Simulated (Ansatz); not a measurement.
**CH3MgSi+ (SMILES C=[Si+][MgH]): one structure at several levels**

The atoms stand at a structure displaced at random from a GFN2-xTB minimum. How far do the functionals agree with CCSD(T) there?

The runs use Ansatz 0.2.0, Gaussian basis; single points in def2-TZVPP.

Correlated methods freeze the cores. The outer core shell of Li, Na, Mg and K is correlated.

**1. Where the work starts**

SMILES `C=[Si+][MgH]`, 6 atoms, charge 1, spin multiplicity 1.

Atoms are counted from 1 here; the program's logs count them from 0.

Bond lengths: C1–Si2 1.755 Å, C1–H4 1.094 Å, C1–H5 1.052 Å, Si2–Mg3 2.657 Å, Mg3–H6 1.569 Å. Angles: Si2–C1–H4 121.2°, Si2–C1–H5 123.9°, H4–C1–H5 114.7°, C1–Si2–Mg3 178.1°, Si2–Mg3–H6 178.6°.

Coordinates:

```tsv
atom	x (Å)	y (Å)	z (Å)
C1	-1.1107	0.1673	-1.4508
Si2	-0.0606	-0.0122	-0.0567
Mg3	1.5382	-0.1965	2.0571
H4	-1.9291	-0.5341	-1.6370
H5	-0.9652	0.8846	-2.2064
H6	2.5109	-0.2942	3.2839
```

**2. CCSD(T)/def2-TZVPP**

run/in.yaml reads:

```yaml
crystal:
  periodic: [false, false, false]
  atoms:
    - {symbol: C, position_ang: [-1.110700, 0.167300, -1.450800]}
    - {symbol: Si, position_ang: [-0.060600, -0.012200, -0.056700]}
    - {symbol: Mg, position_ang: [1.538200, -0.196500, 2.057100]}
    - {symbol: H, position_ang: [-1.929100, -0.534100, -1.637000]}
    - {symbol: H, position_ang: [-0.965200, 0.884600, -2.206400]}
    - {symbol: H, position_ang: [2.510900, -0.294200, 3.283900]}
basis:
  gaussian: {orbitals: def2-TZVPP}
total_charge: 1
correlation: {method: ccsd_t}
output: {forces: true}
```

No record of the launch command was kept for these runs.

**3. PBE0-D4/def2-TZVPP**

Changes to run/in.yaml since step 2:

```diff
@@ -12,3 +12,3 @@
 total_charge: 1
-correlation: {method: ccsd_t}
-output: {forces: true}
+hamiltonian: {xc: pbe0, dispersion: d4}
+output: {forces: true, orbitals: {seedname: orbitals}}
```

**4. wB97M-V/def2-TZVPP**

Changes to run/in.yaml since step 3:

```diff
@@ -12,3 +12,3 @@
 total_charge: 1
-hamiltonian: {xc: pbe0, dispersion: d4}
-output: {forces: true, orbitals: {seedname: orbitals}}
+hamiltonian: {xc: {name: wB97M-V}}
+output: {forces: true}
```

**5. r2SCAN-D4/def2-TZVPP**

Changes to run/in.yaml since step 4:

```diff
@@ -12,3 +12,3 @@
 total_charge: 1
-hamiltonian: {xc: {name: wB97M-V}}
+hamiltonian: {xc: r2scan, dispersion: d4}
 output: {forces: true}
```

**6. PBE-D4/def2-TZVPP**

Changes to run/in.yaml since step 5:

```diff
@@ -12,3 +12,3 @@
 total_charge: 1
-hamiltonian: {xc: r2scan, dispersion: d4}
+hamiltonian: {xc: pbe, dispersion: d4}
 output: {forces: true}
```

**7. SPW92/def2-TZVPP**

Changes to run/in.yaml since step 6:

```diff
@@ -12,3 +12,3 @@
 total_charge: 1
-hamiltonian: {xc: pbe, dispersion: d4}
+hamiltonian: {xc: lda}
 output: {forces: true}
```

**8. LC-wPBE/def2-TZVPP**

Changes to run/in.yaml since step 7:

```diff
@@ -12,3 +12,3 @@
 total_charge: 1
-hamiltonian: {xc: lda}
+hamiltonian: {xc: {name: LC-wPBE}}
 output: {forces: true}
```

(Steps that only read results are left out.)

What does the calculation give? Wanted: energy less free atoms, CCSD(T)/def2-TZVPP; RMS force component; RMS force error; HOMO and LUMO, PBE0-D4; T1 diagnostic.

**Answer**, as computed:

```
                                  quantity                                                                                         value
energy less free atoms, CCSD(T)/def2-TZVPP                                                                                 -863.9 kJ/mol
                       RMS force component                                                          0.842 to 1.240 eV/Å over the methods
                           RMS force error  PBE0-D4 0.252, wB97M-V 0.329, r2SCAN-D4 0.222, PBE-D4 0.179, SPW92 0.355, LC-wPBE 0.471 eV/Å
                    HOMO and LUMO, PBE0-D4                                                                           -11.95 and -8.67 eV
                             T1 diagnostic                                                                                         0.016
```

**Reading.** Against CCSD(T) the functionals' energies less atoms differ by -242.1 to -3.5 kJ/mol, PBE-D4 by -61.8 kJ/mol. A larger basis would deepen the CCSD(T) value, while the functionals are nearly converged already, so the order here is not reliable. On forces the order runs from PBE-D4 to LC-wPBE. Frozen-core CCSD(T) forces in triple zeta carry basis errors of their own, and this is one geometry, so small gaps rank nothing. The restricted Hartree–Fock reference is unstable towards an unrestricted one at one or more of these structures.
